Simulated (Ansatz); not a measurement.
Compare A (`C=C(O)NC`) with its isomer B (`CCNC=O`).

Calculated with Ansatz (gas phase, PBE0-D4/def2-TZVP geometries, no zero-point term in ΔE). CCSD(T)/CBS adds triple-zeta CCSD(T) − MP2 to the extrapolated MP2 energy (def2 sets, frozen cores). Functionals use def2-TZVPP. One conformer a species, not always the lowest.

**Question.** Which isomer does CCSD(T)/CBS put lower? Give the gap. (An estimate is asked.)

**Answer.** Ansatz gave: B, by 20.0 kcal/mol.

**Question.** Give E(B) − E(A) in kcal/mol with CCSD(T)/def2-TZVPP, CCSD/def2-TZVPP, r2SCAN-D4, CCSD(T)/def2-SVP, ωB97M-V, PBE-D4, B2PLYP. (Estimate.)

**Answer.** Ansatz gave: CCSD(T)/def2-TZVPP -20.8, CCSD/def2-TZVPP -20.7, r2SCAN-D4 -20.7, CCSD(T)/def2-SVP -25.2, ωB97M-V -19.8, PBE-D4 -21.2, B2PLYP -21.6. None reverses the order clearly.

**Question.** Does the order hold for the free energy at 298.15 K (harmonic terms from PBE0-D4)? (Best estimate.)

**Answer.** Computed: Yes: G(B) − G(A) = -20.1 kcal/mol, for one conformer each. Modes under 60 cm⁻¹, often nearly free rotors, make the harmonic entropy too high.

Largest T1 diagnostic: 0.014.

At CCSD(T), def2-SVP lies −5.3 kcal/mol from the extrapolated value and def2-TZVPP −0.9 kcal/mol. Leaving LDA and LC-ωPBE aside and taking each functional with its dispersion term where it has one, the values, not all of them listed here, spread over 2.1 kcal/mol, from revPBE-D4 to ωB97M-V. LDA lies +3.8 kcal/mol from PBE without D4.
